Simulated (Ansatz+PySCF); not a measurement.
Results of a calculation; reference values are marked as such.
Several solutions for singlet CH₃F

```yaml
atoms:
  - { symbol: C, position_ang: [0.0000, 0.0000, -0.6187] }
  - { symbol: F, position_ang: [0.0000, 0.0000, 1.4264] }
  - { symbol: H, position_ang: [0.0000, -1.0360, -0.9966] }
  - { symbol: H, position_ang: [-0.8972, 0.5180, -0.9966] }
  - { symbol: H, position_ang: [0.8972, 0.5180, -0.9966] }
```

Basis set: cc-pVDZ (spherical functions). Charge 0, multiplicity 1.

UHF was run from several starts with Ansatz (development build ahead of 0.2.0) and PySCF 2.14.0.

| run | program | start | converged | energy (hartree) | <S²> |
| --- | --- | --- | --- | --- | --- |
| A | PySCF | guess 1e, instabilities followed | yes | -138.94359 | 0.66 |
| B | Ansatz | search for the lowest state | yes | -138.94359 | 0.66 |
| C | PySCF | program defaults | yes | -138.91951 | 0.00 |
| D | Ansatz | stability test followed | yes | -138.94359 | 0.66 |
| E | PySCF | guess huckel, instabilities followed | yes | -138.94359 | 0.66 |
| F | PySCF | guess atom, instabilities followed | yes | -138.94359 | 0.66 |
| G | Ansatz | atomic start, no search | yes | -138.91951 | 0.00 |
| H | PySCF | guess minao, instabilities followed | yes | -138.94359 | 0.66 |

**Question.** Which runs reached the lowest solution of this kind, and what is wrong with the others?

**Answer.** A, B, D, E, F, H reached the lowest solution found. Converged but too high: C by 0.66 eV, G by 0.66 eV. Convergence only shows a stationary point, and even a stable one can lie too high; stability tests and further starts are what find lower ones. Caution: the unrestricted determinant is spin contaminated.
